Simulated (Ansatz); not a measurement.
The cluster P3⁻ was relaxed with PBE-D4 (def2-TZVPD) in Ansatz in these states: charge -1 quintet, charge -1 singlet, charge -1 triplet. The geometries follow in no particular order.

A:

```
atom   x (Å)   y (Å)   z (Å)
  P1   1.775  -0.001   0.402
  P2  -0.269   0.002   0.620
  P3  -1.506   0.000  -1.022
```

B:

```
atom    x (Å)    y (Å)    z (Å)
  P1  -0.0159   1.9109   0.4542
  P2   0.0001   0.0000  -0.0001
  P3   0.0159  -1.9110  -0.4542
```

C:

```xyz
3

P     1.607   -0.586    0.214
P    -0.515   -0.736   -0.033
P    -1.092    1.321   -0.181
```

Judge from the bond lengths which geometry belongs to which state (an estimate).

A is the charge -1 triplet (P2–P3 2.055 Å, P1–P2 2.055 Å); B is the charge -1 singlet (P2–P3 1.964 Å, P1–P2 1.964 Å); C is the charge -1 quintet (P2–P3 2.141 Å, P1–P2 2.141 Å).

At PBE-D4/def2-TZVPD the highest occupied level of the charge -1 triplet lies above zero (up to 0.20 eV). It is a level of β spin, whose loss leaves a quartet; that state wasn't run at this geometry and level. The electron is either unbound and held by the finite basis, or the level is raised by self-interaction error. At PBE-D4/def2-TZVPD the highest occupied level of the charge -1 quintet lies above zero (up to 1.39 eV). It is a level of α spin, whose loss leaves a quartet; that state wasn't run at this geometry and level. The electron is either unbound and held by the finite basis, or the level is raised by self-interaction error. At PBE0-D4/def2-TZVPD a singlet lies 0.72 eV below the charge -1 triplet. At PBE0-D4/def2-TZVPD a singlet lies 1.75 eV below the charge -1 quintet. These are the stationary points nearest to one start from a short search; other shapes may lie lower in each state.
